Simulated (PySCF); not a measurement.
Run record: EPR job, `[SiH][SiH3]` [triplet].

Method: UKS B3LYP, IGLO-III on Si, pcH-1 on H, non-relativistic, mean-field spin-orbit, GIAO (PySCF 2.14.0). Geometry: PBE0-D3(BJ)/def2-SVP. A driver script takes a list of jobs; this job's settings line and coordinates (Å) are shown.

Input:
```
{"job": {"kind": "epr"}, "charge": 0, "multiplicity": 3}
Si     1.508623    -0.690210    -0.282599
Si    -0.681664     0.037428    -0.016255
H      2.688006     0.123107     0.157284
H     -1.016107     0.245565     1.427730
H     -1.565917    -1.028211    -0.575189
H     -0.926701     1.316311    -0.754122
```

Output:
```
UKS, coarse grid
  cycle   1  E = -581.33734811  |g| = 1.44e-01
  cycle   2  E = -581.34344859  |g| = 7.73e-02
  cycle   3  E = -581.34559832  |g| = 1.67e-02
  cycle   4  E = -581.34579406  |g| = 5.78e-03
  cycle   5  E = -581.34581893  |g| = 1.30e-03
  cycle   6  E = -581.34582125  |g| = 5.81e-04
UKS, final grid
  cycle   1  E = -581.34583702  |g| = 5.91e-04
  cycle   2  E = -581.34583703  |g| = 5.94e-04
  cycle   3  E = -581.34583726  |g| = 3.71e-05
  cycle   4  E = -581.34583726  |g| = 1.74e-05
internal stability: stable
E = -581.34583726 Eh   <S^2> = 2.0035 (exact 2.0000)
g shifts (ppm)      1          2          3
  rmc          -122       -122       -122
  gc             33         32         18
  oz_so        -615       1506       1864
  total        -704       1417       1760
hyperfine (MHz)  atom isotope    a_iso     a_fc   dipolar eigenvalues
    0  29Si    -346.61    -348.01    -60.64    -25.31     85.95
    1  29Si     -36.58     -36.66    -13.84      6.17      7.67
    2    1H      42.56      42.54     -5.63     -2.31      7.94
    3    1H      40.68      40.68     -2.49     -0.62      3.11
    4    1H      -5.16      -5.16     -2.12     -1.88      4.00
    5    1H      40.68      40.68     -2.48     -0.62      3.10
zero-field splitting (cm-1)  D = 4.9784  E = 0.0146  (spin-spin 0.1725, spin-orbit 4.8075)
```

rmc, gc and oz_so are the mass-correction, gauge-correction and orbital-Zeeman/spin–orbit parts of the g shift along its three principal axes; a_iso is the isotropic hyperfine coupling and a_fc its Fermi-contact part. Atoms in this output count from 0.

Question: Get g_iso from the total shifts.

Answer: Their mean is 824 ppm; added to g_e = 2.002319 it gives 2.00314.

Main results: ⟨S²⟩ 2.004; g_iso 2.0031.

Isolated species at its PBE0-D3(BJ)/def2-SVP geometry, gas phase. This triplet need not be the ground state; the singlet was not compared here.

On one thread of an Arm Neoverse V1, no GPU, on a shared host, this took 18 s wall.
Labels such as C1 count atoms from 1, the log's own numbers from 0.
